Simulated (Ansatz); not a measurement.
System: C$_{5}$H$_{4}$N, charge -1, multiplicity 1. It need not be the lowest isomer of its formula. Whether it binds its extra electron was not tested at this geometry. 
Geometry from a B3LYP-D3(BJ)/def2-TZVP (Ansatz, a first-principles code) optimisation:
SMILES: [c-]1ccccn1
```xyz
10

N      0.0121     0.0359     1.4348
C     -0.0108     0.0440    -1.3523
C      0.0178     1.2775     0.8121
C     -0.0035    -1.0945     0.7250
C     -0.0156    -1.1669    -0.6639
C      0.0055     1.2196    -0.6150
H     -0.0196     0.0567    -2.4431
H     -0.0068    -2.0256     1.3006
H     -0.0281    -2.1247    -1.1753
H      0.0092     2.1638    -1.1616
```
Charge -1, spin multiplicity 1.

Parts of the frozen-core correlation energy in 6-31G (Ansatz, hartree). Frozen orbitals: 6; correlated occupied orbitals by spin: 15 and 15; virtual: 41 and 41. No spin-orbit coupling. No relativistic terms. The restricted reference is unstable.

```json
[
 {"term": "reference (HF)", "value": "-245.91108"},
 {"term": "MP2 opposite-spin", "value": "(withheld)"},
 {"term": "MP2 same-spin", "value": "-0.14038"},
 {"term": "CCSD correlation", "value": "(withheld)"},
 {"term": "(T)", "value": "(withheld)"},
 {"term": "T1 diagnostic", "value": "0.014"},
 {"term": "largest doubles amplitude", "value": "0.097"}
]
```

### Question
Fill in the missing entries.

### Answer

- MP2 opposite-spin, value: -0.39715
- CCSD correlation, value: -0.57055
- (T), value: -0.02398
